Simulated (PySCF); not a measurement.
State search for Al₂⁺

Unrestricted PBE0; Al 6-311G(d,p); no relativity (PySCF 2.14). Outer shells of the fragments: Al+ 3s2; Al 3s2 3p1.

Followed along the bond (rough minima from three points):

```tsv
2Ms+1	unpaired	⟨S²⟩ at the start	R at minimum (Å)	Te (eV)
2	σ ↑	0.76	3.24	0.00
2	π ↑	0.75	2.80	0.57
4	σ ↑↑, π ↑	3.75	2.52	2.49
```

Solutions found at the starting distance of 2.490 Å, counted from the lowest of them; the search is not exhaustive and high or unbound solutions are not listed, so other states can lie among these:

```tsv
2Ms+1	unpaired	term	E (eV)	⟨S²⟩	⟨Lz²⟩
2	π ↑	²Π	0.00	0.75	1.00
2	σ ↑	²Σ⁺	0.07	0.76	0.00
4	σ ↑↑, π ↑	⁴Π	1.77	3.75	1.00
4	σ ↑, π ↑↑	⁴Σ⁻	2.06	3.77	0.00
2	σ ↑↑, π ↓	mixed	2.35	1.76	1.00
2	σ ↑, π ↑↓	mixed	2.67	1.78	2.01
```

A term symbol is given only where ⟨S²⟩ and ⟨Lz²⟩ are close to those of a pure state; real π, δ and φ orbitals otherwise mix terms, and g/u labels are left off.

Q: Compare the gap between the two lowest followed solutions at the starting distance with the gap between their minima.

A: At PBE0 the second solution (doublet, unpaired electrons π ↑) lies -0.07 eV from the first (doublet, unpaired electrons σ ↑) at 2.490 Å and +0.57 eV at the minima; the two curves relax by different amounts, since their minima lie near 2.80 and 3.24 Å.

Counting both spins, an empty level lies below a filled one in some of these solutions, because spin and occupation are held.
